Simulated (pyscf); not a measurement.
`[H]` [doublet] + `[OH2]` → `[H][H]` + `[OH]` [doublet] (hydrogen abstraction; doublet surface; H–O broken, H–H formed). Optimised with ωB97X-D3(BJ)/def2-SVP in PySCF. Energies in eV from the separated reactants.

```
level                   barrier  reaction energy
----------------------  -------  ---------------
ωB97X-D3(BJ)/def2-TZVP      ___            +0.59
r²SCAN/def2-TZVP           0.52            +0.54
PBE0-D3(BJ)/def2-TZVP      0.71            +0.67
M06-2X/def2-TZVP            ___              ___
ωB97M-D3(BJ)/def2-TZVP     0.78            +0.62
HF/def2-TZVP               0.96            +0.11
```

Q: Fill in the missing entries.

A: 
- ωB97X-D3(BJ)/def2-TZVP, barrier: 0.76
- M06-2X/def2-TZVP, barrier: 0.90
- M06-2X/def2-TZVP, reaction energy: +0.65

At r²SCAN this geometry lies under the product side: in single points on another level's saddle the reverse barrier vanishes, and the forward threshold there is about the reaction energy. This saddle turned up in a search for another step; its sides and bond changes are read from the two ends of the descent. This is the saddle that the search found; another between the same sides may lie lower. The angle at the transferred H is 160°. Left out: the spin-orbit lowering of OH.
